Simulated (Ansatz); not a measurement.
# BH (triplet): the correlation ladder, cc-pVQZ

One table from this session's results is given with a row withheld; the runs are named, their logs left out.

Computed with Ansatz 0.2.0, Gaussian basis. Level: cc-pVQZ, core rule «outside noble gas», up to 1 orbitals frozen.

To be run: UHF; CCSD(T) on ROHF; CCSD(T) on UHF; BCCD(T) on ROHF; CCSDT(Q) on ROHF; CCSDT(Q) on UHF; CASSCF and MRCISD+Q, 4 electrons in 5 orbitals; CASSCF and NEVPT2, 4 electrons in 5 orbitals; Full CI.

8 further runs of the same task are left out: 8 set aside as unsound or not needed.

**What is computed**

The geometry is a PBE0/def2-TZVP stationary point (not a proven minimum) of the parent state, kept for this charge and spin.

2 atoms, charge 0, spin multiplicity 3.

Atoms are counted from 1 here; the program's logs count them from 0.

Bond lengths: B1–H2 1.241 Å.

The first run:

in.yaml

```yaml
crystal:
  periodic: [false, false, false]
  atoms:
    - {symbol: B, position_ang: [0.000000, 0.000000, 0.000000]}
    - {symbol: H, position_ang: [0.000000, 0.000000, 1.241044]}
basis:
  gaussian: {orbitals: cc-pVQZ}
magnetization: {spin_polarized: true, initial_magnetization: 2}
hamiltonian: {xc: hf}
output: {orbitals: {seedname: orbitals}}
```

On the command line:

```bash
> ansatz run in.yaml --threads 1 --pin off --events-out ev --progress --plain --max-ram 2393MiB
```

Among the steps run: UHF; CCSD(T) on ROHF; CCSD(T) on UHF; BCCD(T) on ROHF; CCSDT(Q) on ROHF; CCSDT(Q) on UHF; CASSCF and MRCISD+Q, 4 electrons in 5 orbitals; CASSCF and NEVPT2, 4 electrons in 5 orbitals; Full CI.

One table of the session follows, with a row left open; its other results are not shown here.

```
          method  from FCI (meV)
            ROHF         +1928.6
             UHF         +1893.4
            RMP2          +427.5
            UMP2          +423.9
           RCCSD           +57.1
           UCCSD           +55.7
        RCCSD(T)           +12.4
        UCCSD(T)           +11.6
         BCCD(T)           +12.1
          RCCSDT            +0.5
          UCCSDT            -0.3
       RCCSDT(Q)             0.0
       UCCSDT(Q)            -0.8
  CASSCF valence         +1276.3
  NEVPT2 valence          +372.8
  MRCISD valence               ?
MRCISD+Q valence           +37.8
             FCI               0
```

Q: Estimate the row for MRCISD valence from the others.

The run gave: from FCI (meV): +68.7. In the column «from FCI (meV)» it lies between RCCSD (+57.1) and NEVPT2 valence (+372.8).

Limits of these values: Levels on UHF freeze UHF's core orbitals, full CI those of ROHF, so the U rows can settle a little off it for that reason alone. Restricted and unrestricted rows rest on different reference determinants; where their highest levels disagree by more than a few hundredths of an eV, they describe different states and don't form one ladder.
